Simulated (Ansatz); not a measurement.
# SiNH2+ (triplet): from Hartree-Fock to the top rungs, cc-pVTZ

How much of the correlation energy of SiNH2+ (triplet) does each wave-function method recover here?

The runs use Ansatz 0.2.0, Gaussian basis; cc-pVTZ, core rule «outside noble gas», up to 6 orbitals frozen.

To be run: UHF; CCSD(T) on ROHF; CCSD(T) on UHF; BCCD(T) on ROHF; CCSDT(Q) on ROHF; CCSDT(Q) on UHF.

11 further runs of the same task are left out: 6 for a known fault of the program, 5 set aside as unsound or not needed.

## Step 1: The geometry

The geometry is a PBE0/def2-TZVP stationary point (not a proven minimum) of the parent state, kept for this charge and spin.

4 atoms, charge 1, spin multiplicity 3.

Atoms are counted from 1 here; the program's logs count them from 0.

Bond lengths: Si1–N2 1.594 Å, Si1–H3 1.515 Å, N2–H4 1.008 Å. Angles: N2–Si1–H3 110.1°, Si1–N2–H4 134.1°.

## Step 2: UHF

in.yaml

```yaml
crystal:
  periodic: [false, false, false]
  atoms:
    - {symbol: Si, position_ang: [0.000000, -0.122073, 0.533276]}
    - {symbol: N, position_ang: [0.000000, 0.188076, -1.030483]}
    - {symbol: H, position_ang: [0.000000, 1.172580, 1.320024]}
    - {symbol: H, position_ang: [0.000000, -0.384678, -1.859409]}
basis:
  gaussian: {orbitals: cc-pVTZ}
total_charge: 1
magnetization: {spin_polarized: true, initial_magnetization: 2}
hamiltonian: {xc: hf}
output: {orbitals: {seedname: orbitals}}
```

Started as:

```sh
$ ansatz run in.yaml --threads 1 --pin off --events-out ev --progress --plain --max-ram 2816MiB --backend cpu
```

The runs that follow: CCSD(T) on ROHF; CCSD(T) on UHF; BCCD(T) on ROHF; CCSDT(Q) on ROHF; CCSDT(Q) on UHF.

Q: Predict the results of all the runs planned. Wanted: UCCSDT(Q) below the RHF energy; RMP2 from UCCSDT(Q); UMP2 from UCCSDT(Q); RCCSD from UCCSDT(Q); RCCSD(T) from UCCSDT(Q); UCCSD(T) from UCCSDT(Q); RCCSDT(Q) from UCCSDT(Q); T1 diagnostic.

The runs gave:

| quantity | value |
| --- | --- |
| UCCSDT(Q) below the RHF energy | -7.7610 eV |
| RMP2 from UCCSDT(Q) | +1087.5 meV |
| UMP2 from UCCSDT(Q) | +1088.3 meV |
| RCCSD from UCCSDT(Q) | +320.4 meV |
| RCCSD(T) from UCCSDT(Q) | +45.9 meV |
| UCCSD(T) from UCCSDT(Q) | +45.6 meV |
| RCCSDT(Q) from UCCSDT(Q) | +3.5 meV |
| levels within 1 kcal/mol (43 meV) | RCCSDT, UCCSDT, RCCSDT(Q) |
| T1 diagnostic | 0.034 |

RCCSD(T) lands +45.9 meV from the yardstick (0.6 % of the correlation energy). These misses are within one basis, not against nature; the frozen cores of restricted and unrestricted runs differ, which can shift their rows.
